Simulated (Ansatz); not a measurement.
Input file:

```yaml
crystal:
  periodic: [false, false, false]
  atoms:
    - {symbol: O, position_ang: [-0.163706, -0.049094, 0.000000]}
    - {symbol: H, position_ang: [-0.413016, 0.877481, 0.000000]}
    - {symbol: H, position_ang: [0.998294, -0.049094, 0.000000]}
    - {symbol: H, position_ang: [2.013294, -0.049094, 0.000000]}
basis:
  gaussian: {orbitals: 6-31G}
magnetization: {spin_polarized: true, initial_magnetization: 1}
correlation: {method: ccsd_t, electrons: outside_noble_gas}
output: {forces: true}
```

```sh
$ ansatz run in.yaml --threads 1 --pin off --events-out ev --progress --plain --max-ram 2393MiB
```

Output:

```
171 factors; integrals over basis functions are off by at most 6.6e-4 eV
mean field evaluation 1: about -2078.1095 eV, gradient 2.0e1 eV
mean field evaluation 2: about -2078.1119 eV, gradient 2.0e1 eV
mean field evaluation 4: about -2080.1100 eV, gradient 2.3e0 eV
mean field evaluation 8: about -2080.1918 eV, gradient 5.7e-3 eV
mean field evaluation 16: about -2080.1055 eV, gradient 2.3e0 eV
mean field evaluation 32: about -2080.1775 eV, gradient 6.9e-1 eV
mean field evaluation 64: about -2078.6628 eV, gradient 2.3e-3 eV
mean field evaluation 96: about -2079.0225 eV, gradient 4.7e0 eV
mean field -2080.19179878 eV, -76.4456386005 hartree, gradient 2.5e-6 eV, S^2 0.800867; 4 other end points of the search recorded, 0 dependent functions left out
determinant -2080.19179878 eV, -76.4456386005 hartree, with singles and doubles -2084.08534887 eV, -76.5887239273 hartree
determinant -2078.66283847 eV, -76.3894503455 hartree, with singles and doubles -2081.99657305 eV, -76.5119628315 hartree
1 core orbitals not correlated: weight in the atoms' cores, before any rotation towards them, 1.000 or more for the frozen orbitals, at most 0.000 for the correlated occupied ones
reference -2080.19179878 eV, -76.4456386005 hartree; 5, 4 occupied and 9, 10 virtual orbitals, 171 factors
second order -3.52104286 eV of doubles, -0.00000000 eV of singles
cycle   1  -3.89348581 eV  change    6.4e-5 eV  update   3.7e-4
cycle   2  -3.89345254 eV  change    3.3e-5 eV  update   2.3e-4
cycle   3  -3.89342404 eV  change    2.8e-5 eV  update   8.2e-5
cycle   4  -3.89344242 eV  change   -1.8e-5 eV  update   3.9e-5
cycle   5  -3.89348771 eV  change   -4.5e-5 eV  update   1.4e-5
cycle   6  -3.89348798 eV  change   -2.6e-7 eV  update   5.9e-6
cycle   7  -3.89347872 eV  change    9.3e-6 eV  update   2.6e-6
cycle   8  -3.89347750 eV  change    1.2e-6 eV  update   8.1e-7
perturbative correction -0.04139249 eV, -0.0015211459 hartree
the calculation of the forces begins
Total energy: -2084.12666877 eV, -76.5902424054 hartree
Atom 0 at    -0.163706    -0.049094     0.000000 Å, force     1.549222    -1.348245     0.000000 eV/Å
Atom 1 at    -0.413016     0.877481     0.000000 Å, force    -0.340488     1.399584     0.000000 eV/Å
Atom 2 at     0.998294    -0.049094     0.000000 Å, force    -1.559531    -0.143060    -0.000000 eV/Å
Atom 3 at     2.013294    -0.049094     0.000000 Å, force     0.350797     0.091722     0.000000 eV/Å
Dipole moment:     0.200556     0.403643     0.000000 e Å
```

Forces (eV/Å):
```
O    1.549 -1.348  0.000
H   -0.340  1.400  0.000
H   -1.560 -0.143  0.000
H    0.351  0.092  0.000
```

For the same geometry and basis full CI lies 18.8 meV lower.

Ran on 1 thread of Arm Neoverse V1, shared host: 0.97 s wall, 0.07 GiB peak host memory.
